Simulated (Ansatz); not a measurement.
This geometry of C4H6 (10 atoms, charge 0, multiplicity 1) is a first-order saddle point.

Computed with Ansatz 0.2.0, RHF/def2-SVP.

```xyz
10
Properties=species:S:1:pos:R:3
C -1.172 0.689 -1.020
C -0.494 0.387 0.076
C 0.776 -0.385 0.056
C 1.649 -0.620 1.115
H -0.840 0.369 -2.001
H -2.081 1.275 -0.980
H -0.845 0.720 1.047
H 1.098 -0.681 -0.943
H 1.165 -0.273 2.037
H 0.826 -1.533 0.616
```

(1) Which two structures does it join? (They come from a converged band through this point; their orientation in space is the band's.)

(2) How far does it lie above each of them?

## Answers

(1) Bonds broken: C4–H10. Bonds formed: C3–H10.

First end point:

```xyz
10
Properties=species:S:1:pos:R:3
C -1.242 0.820 -1.073
C -0.561 0.459 0.007
C 0.577 -0.469 -0.006
C 1.259 -0.830 1.073
H -0.992 0.440 -2.056
H -2.075 1.509 -1.012
H -0.843 0.863 0.974
H 0.859 -0.873 -0.973
H 1.010 -0.451 2.057
H 2.091 -1.519 1.011
```

Last end point:

```xyz
10
Properties=species:S:1:pos:R:3
C -1.096 0.733 -0.976
C -0.550 0.196 0.101
C 0.705 -0.635 0.101
C 1.797 -0.322 1.039
H -0.666 0.599 -1.963
H -1.996 1.331 -0.913
H -1.013 0.362 1.071
H 1.061 -0.837 -0.911
H 1.346 0.162 1.920
H 0.494 -1.639 0.534
```

(2) 3.47 eV above the first and 0.20 eV above the second. This is the barrier of this one path; another mechanism may lie lower. The orbitals stay closed-shell, which can raise the energy where a bond breaks towards radicals; this wasn't checked here.

Time of the run: 4.5 min on 1 thread of Intel(R) Xeon(R) Processor @ 2.70GHz (shared host), peak memory 0.16 GiB.
